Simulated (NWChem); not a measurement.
**triplet LiF: levels of theory compared**

Wanted: a comparison of 6 runs (UHF/3-21G, UB3LYP/6-31G*, U-r2SCAN/cc-pVTZ, UB3LYP/cc-pVTZ, UPBE/cc-pVTZ, USVWN5/cc-pVTZ) of triplet LiF. 

Program for the calculation: NWChem 7.3.0.

1 further run of the same task is left out (set aside as unsound or not needed). Runs told in other sessions of the task aren't counted.

## (1) The system as given

The species is LiF (2 atoms), meant as a triplet with charge 0. SMILES of the parent species: `[Li][F]`. The coordinates come from a PBE0-D4/def2-TZVP relaxation. That shape belongs to the parent species and isn't relaxed for this state.

Bond lengths: Li1–F2 1.560 Å.

## (2) The energy at UHF/3-21G (run 1)

File run.py:

```python
from ase import Atoms
from ase.calculators.nwchem import NWChem

mol = Atoms(['Li', 'F'], positions=[
    [-0.664430, 0.218370, -0.344950],
    [0.664430, -0.218370, 0.344950],
])

calc = NWChem(
    label='mol',
    theory='scf',
    memory='2200 mb',
    basis='3-21G',
    basispar='spherical bse',
    scf={'nopen': '2', 'uhf': None, 'thresh': '1e-08', 'maxiter': '80', 'print': 'low'},
    task='energy',
)
mol.calc = calc

print("Total energy (eV):", round(mol.get_potential_energy(), 6))
```

Command:

```sh
$ export ASE_NWCHEM_COMMAND="nwchem PREFIX.nwi > PREFIX.nwo"
$ python run.py
```

The log of the run:

```text
Total energy (eV): -2890.1689
```

The calculator wrote mol.nwi:

```
title "mol"

permanent_dir mol

scratch_dir mol

start mol

geometry units angstrom nocenter noautosym noautoz
  Li -6.6442999999999997e-01 2.1837000000000001e-01 -3.4494999999999998e-01
  F  6.6442999999999997e-01 -2.1837000000000001e-01 3.4494999999999998e-01
end

memory 2200 mb

basis spherical bse noprint
   * library 3-21G
end

scf
  nopen 2
  uhf
  thresh 1e-08
  maxiter 80
  print low
end

task scf energy
```

mol.nwo:

```text
Northwest Computational Chemistry Package (NWChem) 7.3.0
             --------------------------------------------------------

           Job information
           ---------------

    nwchem branch   = 7.3.0
    use scalapack   = T
    input           = mol.nwi
    prefix          = mol.
    data base       = mol/mol.db
    status          = startup
    nproc           =        1

           Memory information
           ------------------

[... 5 lines left out ...]
    hardfail = no
[... 34 lines left out ...]
            Nuclear Dipole moment (a.u.)
[... 39 lines left out ...]
 Forming initial guess at       0.0s

 Starting SCF solution at       0.0s

       Final UHF  results
       ------------------

         Total SCF energy =   -106.211748895391
      One electron energy =   -165.279206474895
      Two electron energy =     49.906686917122
 Nuclear repulsion energy =      9.160770662383

                       Sz =      1.0000
                 Sz(Sz+1) =      2.0000
                      S^2 =      2.0006

        Time for solution =      0.1s

 Task  times  cpu:        0.1s     wall:        0.1s
 Total times  cpu:        0.1s     wall:        0.1s
```

Wall time 1.3 s (1 thread of Intel Xeon 6975P-C (Granite Rapids), shared host); peak memory 0.094 GiB.

## (3) A single-point energy at UB3LYP/6-31G(d) (Cartesian functions) (run 2)

File nw.nw:

```
start nw
title "FLi energy"
memory total 2200 mb

geometry noautosym nocenter noautoz
  Li   -0.664430    0.218370   -0.344950
  F     0.664430   -0.218370    0.344950
end

basis "ao basis" cartesian
  * library 6-31G*
end

dft
  xc b3lyp
  mult 3
  grid xfine
  convergence energy 1e-08
  maxiter 100
  mulliken
  noprint "final vectors analysis"
end

task dft energy
```

Command:

```sh
$ nwchem nw.nw > nw.out
```

The log of the run:

```text
[...]
          Wavefunction type:  spin polarized.
          No. of atoms     :     2
          No. of electrons :    12
[...]
          Charge           :     0
          Spin multiplicity:     3
[...]
          AO basis - number of functions:    30
[...]
              XC Information
              --------------
                         B3LYP Method XC Potential
                     Hartree-Fock (Exact) Exchange  0.200
                        Slater Exchange Functional  0.800 local
                    Becke 1988 Exchange Functional  0.720 non-local
              Lee-Yang-Parr Correlation Functional  0.810
                  VWN I RPA Correlation Functional  0.190 local
[...]
 d= 0,ls=0.0,diis     1   -107.1726611659 -1.16D+02  1.96D-02  6.75D-02     0.3
[...]
 d= 0,ls=0.0,diis     7   -107.1887797414 -7.69D-10  2.86D-07  5.98D-12     1.6
[...]
         Total DFT energy =     -107.188779741434
      One electron energy =     -166.057575470932
           Coulomb energy =       61.952584128532
    Exchange-Corr. energy =      -12.244559061416
 Nuclear repulsion energy =        9.160770662383
[...]
      Total Density - Mulliken Population Analysis
     ---------------------------------------------
    Atom       Charge   Shell Charges
 -----------   ------   -------------------------------------------------------
    1 Li   3     3.11   2.00  0.20  0.12  0.71  0.00  0.08
    2 F    9     8.89   1.99  1.01  3.17  0.91  1.74  0.07
[...]
      <S2> =      2.0011 (Exact =     2.0000)
[...]
```

Run time: 2.1 s. Hardware: 1 thread of Intel Xeon 6975P-C (Granite Rapids), shared host; peak memory 0.11 GiB.

## (4) The energy at U-r2SCAN/cc-pVTZ (run 3)

File work.nw:

```
start work
title "FLi"
memory stack 880 mb heap 220 mb global 1100 mb
geometry units angstroms noautosym nocenter noautoz
  Li    -0.664430     0.218370    -0.344950
  F      0.664430    -0.218370     0.344950
end
basis spherical bse
  * library cc-pVTZ
end
dft
  xc r2scan
  mult 3
  grid xfine
  convergence energy 1e-08
  maxiter 100
  mulliken
  print medium
end
task dft energy
```

Command:

```sh
$ nwchem work.nw > work.out
```

The log of the run:

```text
[...]
          Wavefunction type:  spin polarized.
          No. of atoms     :     2
          No. of electrons :    12
[...]
          Charge           :     0
          Spin multiplicity:     3
[...]
          AO basis - number of functions:    60
[...]
              XC Information
              --------------
                      r^2SCAN Method XC Functional
               r^2SCAN metaGGA Exchange Functional  1.000
                     r^2SCAN Correlation Potential  1.000
[...]
 d= 0,ls=0.0,diis     1   -107.1539338379 -1.16D+02  7.35D-03  1.12D-01     0.9
[...]
 d= 0,ls=0.0,diis     8   -107.1731761101 -3.68D-09  1.33D-07  1.34D-09     6.7
[...]
         Total DFT energy =     -107.173176110126
      One electron energy =     -166.072591214039
           Coulomb energy =       61.934037097611
    Exchange-Corr. energy =      -12.195392656081
 Nuclear repulsion energy =        9.160770662383
[...]
      Total Density - Mulliken Population Analysis
     ---------------------------------------------
    Atom       Charge   Shell Charges
 -----------   ------   -------------------------------------------------------
    1 Li   3     3.14   2.00 -0.03  0.42  0.55  0.12  0.04  0.00  0.02  0.02  0.00
    2 F    9     8.86   1.94  0.29  1.10  0.64  1.53  2.25  1.11  0.00  0.00  0.00
[...]
      <S2> =      2.0022 (Exact =     2.0000)
[...]
```

It took 7.5 s on 1 thread of Intel Xeon 6975P-C (Granite Rapids), shared host; peak memory 0.11 GiB.

Runs 4 to 5 aren't shown in full; the table further down has their settings and results.

## (5) The energy at USVWN5/cc-pVTZ (run 6)

File fli.nw:

```
START fli
memory 2200 mb
GEOMETRY noautosym nocenter noautoz
Li      -0.664430       0.218370      -0.344950
F        0.664430      -0.218370       0.344950
END
BASIS spherical bse
Li library cc-pVTZ
F library cc-pVTZ
END
DFT
xc slater vwn_5
mult 3
grid xfine
convergence energy 1e-08
maxiter 100
mulliken
END
TASK dft energy
```

Command:

```sh
$ nwchem fli.nw > fli.out
```

The log of the run:

```text
[...]
          Wavefunction type:  spin polarized.
          No. of atoms     :     2
          No. of electrons :    12
[...]
          Charge           :     0
          Spin multiplicity:     3
[...]
          AO basis - number of functions:    60
[...]
              XC Information
              --------------
                        Slater Exchange Functional  1.000 local
                      VWN V Correlation Functional  1.000 local
[...]
 d= 0,ls=0.0,diis     1   -106.4014874948 -1.16D+02  8.19D-03  2.37D-01     0.5
[...]
 d= 0,ls=0.5,diis    18   -106.4257692964 -7.63D-09  1.53D-06  3.20D-09     5.6
[...]
         Total DFT energy =     -106.425769301097
      One electron energy =     -165.907810294454
           Coulomb energy =       61.696740176277
    Exchange-Corr. energy =      -11.375469845303
 Nuclear repulsion energy =        9.160770662383
[...]
      Total Density - Mulliken Population Analysis
     ---------------------------------------------
    Atom       Charge   Shell Charges
 -----------   ------   -------------------------------------------------------
    1 Li   3     3.18   1.87  0.10  0.43  0.58  0.13  0.02  0.00  0.03  0.02  0.00
    2 F    9     8.82   1.92  0.30  1.09  0.64  1.54  2.18  1.14  0.00  0.00  0.00
[...]
      <S2> =      2.0009 (Exact =     2.0000)
[...]
```

Run time: 6.6 s. Hardware: 1 thread of Intel Xeon 6975P-C (Granite Rapids), shared host; peak memory 0.11 GiB.

## (6) The series

| run | level | Cartesian functions | iteration cap | energy (Eh) | ⟨S²⟩ | wall time |
| --- | --- | --- | --- | --- | --- | --- |
| 1 | UHF/3-21G | no | 80 | -106.211749 | 2.001 | 1.3 s |
| 2 | UB3LYP/6-31G* (Cartesian functions) | yes | 100 | -107.188780 | 2.001 | 2.1 s |
| 3 | U-r2SCAN/cc-pVTZ | no | 100 | -107.173176 | 2.002 | 7.5 s |
| 4 | UB3LYP/cc-pVTZ | no | 100 | -107.229560 | 2.002 | 6 s |
| 5 | UPBE/cc-pVTZ | no | 100 | -107.097280 | 2.001 | 5.7 s |
| 6 | USVWN5/cc-pVTZ | no | 100 | -106.425769 | 2.001 | 6.6 s |

## (7) Outcome

| quantity | value |
| --- | --- |
| run 6: total energy | -106.42577 Eh |
| run 6: dipole moment | 2.26 D |
| run 6: HOMO energy (highest over α and β) | -2.83 eV |
| run 6: ⟨S²⟩ | 2.001 |

**Reading.** Over runs 2, 3, 4, 5, 6 the dipole moment (its size) runs from 2.26 D (USVWN5/cc-pVTZ) to 2.84 D (U-r2SCAN/cc-pVTZ). Totals of different functionals can't be ranked against each other. All runs together took 29 s, the longest 7.5 s.
